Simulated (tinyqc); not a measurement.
CID on RHF in the sto-6g basis, frozen core, for HF, spin multiplicity 1, step by step. One step of it, computed by the program tinyqc.

Task: Iteration 1: building the Fock matrix. J_ij = sum D_kl (ij|kl), K_ij = sum D_kl (ik|jl); F = H + J - 0.5 K; E = tr D H + tr D J / 2 - 0.25 tr D K + E_nn.

D at the start:
```
            1F 1s      1F 2s    1F 2px    1F 2py     1F 2pz      2H 1s
1F 1s    2.079891  -0.329677  0.000000  0.000000   0.105676  -0.175750
1F 2s   -0.329677   1.451506  0.000000  0.000000  -0.412366   0.488560
1F 2px   0.000000   0.000000  2.000000  0.000000   0.000000   0.000000
1F 2py   0.000000   0.000000  0.000000  2.000000   0.000000   0.000000
1F 2pz   0.105676  -0.412366  0.000000  0.000000   1.748244   0.249379
2H 1s   -0.175750   0.488560  0.000000  0.000000   0.249379   0.259106
```

core Hamiltonian H = T + V (hartree):
```
             1F 1s       1F 2s     1F 2px     1F 2py     1F 2pz      2H 1s
1F 1s   -41.015982   -9.146515   0.000000   0.000000  -0.016718  -2.109430
1F 2s    -9.146515  -10.978796   0.000000   0.000000  -0.187879  -4.251099
1F 2px    0.000000    0.000000  -8.767703   0.000000   0.000000   0.000000
1F 2py    0.000000    0.000000   0.000000  -8.767703   0.000000   0.000000
1F 2pz   -0.016718   -0.187879   0.000000   0.000000  -8.892353  -2.715207
2H 1s    -2.109430   -4.251099   0.000000   0.000000  -2.715207  -5.543874
```

Two-electron integrals (ij|kl) in chemists' order, unique and non-zero (hartree):
```
(11|11) 5.406240   (21|11) 0.768129   (21|21) 0.138909   (22|11) 1.266271
(22|21) 0.283987   (22|22) 0.926367   (31|31) 0.029452   (32|31) 0.044681
(32|32) 0.204753   (33|11) 1.266273   (33|21) 0.283987   (33|22) 0.926366
(33|33) 0.998085   (41|41) 0.029452   (42|41) 0.044681   (42|42) 0.204753
(43|43) 0.053789   (44|11) 1.266273   (44|21) 0.283987   (44|22) 0.926366
(44|33) 0.890506   (44|44) 0.998085   (51|51) 0.029452   (52|51) 0.044681
(52|52) 0.204753   (53|53) 0.053789   (54|54) 0.053789   (55|11) 1.266273
(55|21) 0.283987   (55|22) 0.926366   (55|33) 0.890506   (55|44) 0.890506
(55|55) 0.998085   (61|11) 0.188010   (61|21) 0.032570   (61|22) 0.065064
(61|33) 0.064950   (61|44) 0.064950   (61|51) 0.001406   (61|52) 0.002739
(61|55) 0.065293   (61|61) 0.007765   (62|11) 0.440772   (62|21) 0.100170
(62|22) 0.360304   (62|33) 0.355395   (62|44) 0.355395   (62|51) 0.007183
(62|52) 0.052293   (62|55) 0.370122   (62|61) 0.023449   (62|62) 0.167632
(63|31) 0.011567   (63|32) 0.064677   (63|53) 0.011106   (63|63) 0.025667
(64|41) 0.011567   (64|42) 0.064677   (64|54) 0.011106   (64|64) 0.025667
(65|11) 0.283091   (65|21) 0.065290   (65|22) 0.251076   (65|33) 0.240089
(65|44) 0.240089   (65|51) 0.015799   (65|52) 0.100134   (65|55) 0.273050
(65|61) 0.016017   (65|62) 0.143355   (65|65) 0.147805   (66|11) 0.562867
(66|21) 0.130294   (66|22) 0.535264   (66|33) 0.516535   (66|44) 0.516535
(66|51) 0.012858   (66|52) 0.127018   (66|55) 0.572721   (66|61) 0.030796
(66|62) 0.307802   (66|65) 0.305747   (66|66) 0.774999
```

nuclear repulsion = 5.32133508 hartree

Give: Coulomb J; exchange K; Fock matrix F; total energy of this density.

Result:

Coulomb J (hartree):
```
          1F 1s    1F 2s  1F 2px  1F 2py   1F 2pz   2H 1s
1F 1s   20.5064   3.7034  0.0000  0.0000  -0.0129  0.8721
1F 2s    3.7034   9.7092  0.0000  0.0000  -0.0264  3.7075
1F 2px   0.0000   0.0000  9.7031  0.0000   0.0000  0.0000
1F 2py   0.0000   0.0000  0.0000  9.7031   0.0000  0.0000
1F 2pz  -0.0129  -0.0264  0.0000  0.0000   9.7213  2.5560
2H 1s    0.8721   3.7075  0.0000  0.0000   2.5560  5.4703
```

exchange K (hartree):
```
          1F 1s    1F 2s  1F 2px  1F 2py   1F 2pz   2H 1s
1F 1s   11.0773   1.8095  0.0000  0.0000   0.0090  0.4445
1F 2s    1.8095   3.0096  0.0000  0.0000  -0.1418  1.3157
1F 2px   0.0000   0.0000  2.5981  0.0000   0.0000  0.0000
1F 2py   0.0000   0.0000  0.0000  2.5981   0.0000  0.0000
1F 2pz   0.0090  -0.1418  0.0000  0.0000   2.5558  0.7979
2H 1s    0.4445   1.3157  0.0000  0.0000   0.7979  1.1335
```

Fock matrix F (hartree):
```
           1F 1s    1F 2s   1F 2px   1F 2py   1F 2pz    2H 1s
1F 1s   -26.0482  -6.3478   0.0000   0.0000  -0.0341  -1.4595
1F 2s    -6.3478  -2.7744   0.0000   0.0000  -0.1434  -1.2014
1F 2px    0.0000   0.0000  -0.3636   0.0000   0.0000   0.0000
1F 2py    0.0000   0.0000   0.0000  -0.3636   0.0000   0.0000
1F 2pz   -0.0341  -0.1434   0.0000   0.0000  -0.4490  -0.5581
2H 1s    -1.4595  -1.2014   0.0000   0.0000  -0.5581  -0.6403
```

total energy of this density = -99.246129 hartree
